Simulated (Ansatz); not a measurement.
`CN[SiH3]` → CH₃NH₂ + `[SiH2]` at 298.15 K and 1 bar (silylene loss).

Isolated molecules relaxed with PBE0-D4/def2-TZVP in Ansatz; ΔE leaves out vibrations. CCSD(T)/CBS adds triple-zeta CCSD(T) − MP2 to the extrapolated MP2 energy (def2 sets, frozen cores). This one scheme is used for every species.

```tsv
species	CCSD(T)/CBS energy (Eh)	H − E (kJ/mol)	S (J/(mol·K))
`CN[SiH3]`	-386.04948	224.3	300.3
CH₃NH₂	-95.75281	180.0	240.4
`[SiH2]`	-290.19011	40.6	207.5
```

H − E and S are ideal-gas, rigid-rotor, harmonic terms from PBE0-D4/def2-TZVP, for one conformer and one mirror image of each species. 1 Eh = 2625.50 kJ/mol, R = 8.31446 J/(mol·K).

Problem. By hand: ΔE, ΔH, ΔS and ΔG.

Solution. ΔE = (-95.75281) + (-290.19011) − (-386.04948) = 0.10656 Eh = 279.8 kJ/mol. Δ(H − E) = 180.0 + 40.6 − 224.3 = -3.7, so ΔH = 276.1 kJ/mol. ΔS = 240.4 + 207.5 − 300.3 = 147.6 J/(mol·K). ΔG = 276.1 − 298.15 × (147.6)/1000 = 232.1 kJ/mol.

Problem. By hand: the equilibrium constant, and the temperature at which ΔG would vanish if ΔH and ΔS stayed fixed.

Solution. log₁₀ K = −ΔG/(RT ln 10) = -40.7. ΔG = 0 at ΔH/ΔS = 1871 K.

The number of gas molecules changes by +1, which sets the sign of ΔS. A doubt of 5 kJ/mol in ΔE shifts log₁₀ K by 0.9 here. Other conformers and mirror images would add mixing entropy, several J/(mol·K) or more a flexible species. These are equilibria of isolated gas molecules and say nothing of rates. Largest T1 diagnostic: 0.014 (customary marks: 0.02 for closed shells, 0.045 for open ones).
